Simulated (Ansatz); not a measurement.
# SiH₄S (triplet): from Hartree-Fock to the top rungs at distance Si1–H5 along a hydrogen transfer = 2.074 Å, cc-pVDZ

How much of the correlation energy of SiH₄S (triplet) does each wave-function method recover here?

Program: Ansatz 0.2.0, Gaussian basis. Level of theory: cc-pVDZ, core rule «outside noble gas», up to 10 orbitals frozen. These are calculated values, not measurements.

To be run: UHF; CCSD(T) on ROHF; CCSD(T) on UHF; BCCD(T) on ROHF; CISD; CCSDT(Q) on ROHF; CCSDT(Q) on UHF; CASSCF and MRCISD+Q, 4 electrons in 4 orbitals; CASSCF and NEVPT2, 4 electrons in 4 orbitals.

11 further runs of the same task are left out: 1 for a mislabelled method, 7 that didn't finish, 3 set aside as unsound or not needed.

### Step 1. What is computed

The geometry derives from fragments relaxed apart (PBE0/def2-TZVP) and kept rigid, so it is no stationary point. A hydrogen atom is moved between rigid fragments.

6 atoms, charge 0, spin multiplicity 3.

Atoms are counted from 1 here; the program's logs count them from 0.

Bond lengths: Si1–H2 1.485 Å, Si1–H3 1.485 Å, Si1–H4 1.485 Å, H5–S6 1.616 Å. Angles: H2–Si1–H3 109.5°, H2–Si1–H4 109.5°, H3–Si1–H4 109.5°.

### Step 2. UHF

in.yaml

```yaml
crystal:
  periodic: [false, false, false]
  atoms:
    - {symbol: Si, position_ang: [-1.852754, 0.000000, 0.000000]}
    - {symbol: H, position_ang: [-2.347625, 1.399708, 0.000001]}
    - {symbol: H, position_ang: [-2.347625, -0.699854, 1.212183]}
    - {symbol: H, position_ang: [-2.347625, -0.699854, -1.212182]}
    - {symbol: H, position_ang: [0.221246, 0.000000, 0.000000]}
    - {symbol: S, position_ang: [1.837246, 0.000000, 0.000000]}
basis:
  gaussian: {orbitals: cc-pVDZ}
magnetization: {spin_polarized: true, initial_magnetization: 2}
hamiltonian: {xc: hf}
output: {orbitals: {seedname: orbitals}}
```

Started as:

```sh
$ ansatz run in.yaml --threads 1 --pin off --events-out ev --progress --plain --max-ram 2393MiB
```

The runs that follow: CCSD(T) on ROHF; CCSD(T) on UHF; BCCD(T) on ROHF; CISD; CCSDT(Q) on ROHF; CCSDT(Q) on UHF; CASSCF and MRCISD+Q, 4 electrons in 4 orbitals; CASSCF and NEVPT2, 4 electrons in 4 orbitals.

**Question.** What will the summary of the whole plan be? Wanted: UCCSDT(Q) below the RHF energy; RMP2 from UCCSDT(Q); UMP2 from UCCSDT(Q); RCCSD from UCCSDT(Q); RCCSD(T) from UCCSDT(Q); UCCSD(T) from UCCSDT(Q); RCCSDT(Q) from UCCSDT(Q); NEVPT2 pair from UCCSDT(Q); MRCISD+Q pair from UCCSDT(Q).

**Answer**, as computed:

```
                         quantity                                                   value
   UCCSDT(Q) below the RHF energy                                              -7.6478 eV
              RMP2 from UCCSDT(Q)                                             +1500.3 meV
              UMP2 from UCCSDT(Q)                                             +1542.3 meV
             RCCSD from UCCSDT(Q)                                              +204.2 meV
          RCCSD(T) from UCCSDT(Q)                                               +41.7 meV
          UCCSD(T) from UCCSDT(Q)                                               +43.0 meV
         RCCSDT(Q) from UCCSDT(Q)                                                +0.3 meV
       NEVPT2 pair from UCCSDT(Q)                                             +1394.9 meV
     MRCISD+Q pair from UCCSDT(Q)                                               +57.1 meV
levels within 1 kcal/mol (43 meV)  RCCSD(T), UCCSD(T), BCCD(T), RCCSDT, UCCSDT, RCCSDT(Q)
                    T1 diagnostic                                                   0.023
```

RCCSD(T) misses by +41.7 meV, 0.5 % of the correlation energy. Of the multireference levels listed MRCISD+Q pair comes nearest in total energy (+57.1 meV), which doesn't show that its space is the better one. These misses are within one basis, not against nature; the frozen cores of restricted and unrestricted runs differ, which can shift their rows.
